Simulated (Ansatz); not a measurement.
`FC1=NCS1`. Charge 0, multiplicity 1.

| atom | x (Å) | y (Å) | z (Å) |
| --- | --- | --- | --- |
| F1 | -1.4026 | 1.8047 | -0.7087 |
| C2 | -0.6257 | 0.8188 | -0.3545 |
| N3 | -0.5226 | 0.3051 | 0.7991 |
| C4 | 0.4822 | -0.6632 | 0.3669 |
| S5 | 0.4767 | -0.0516 | -1.3820 |
| H6 | 1.4506 | -0.5185 | 0.8433 |
| H7 | 0.1414 | -1.6952 | 0.4360 |

Problem. List the harmonic frequencies (cm⁻¹, unscaled) at PBE0-D4/def2-TZVP in Ansatz. (Best estimate.)

Solution. Computed: 287, 386, 568, 605, 762, 775, 912, 1049, 1114, 1166, 1311, 1458, 1727, 3106, 3179.

Problem. Is this a minimum?

Solution. Yes, all 15 modes are real.

Problem. Give the ideal-gas thermochemistry at 298.15 K and 1 bar (rigid rotor, harmonic oscillator; point group Cs, symmetry number 1).

Solution. Zero-point energy 110.1 kJ/mol; H(298) − E = 123.7 kJ/mol; entropy 290.3 J/(mol·K), of which translation 165.1, rotation 107.3, vibration 17.9; G(298) − E = 37.2 kJ/mol.

Problem. Rotational constants (cm⁻¹)?

Solution. 0.2547, 0.1451, 0.09412.
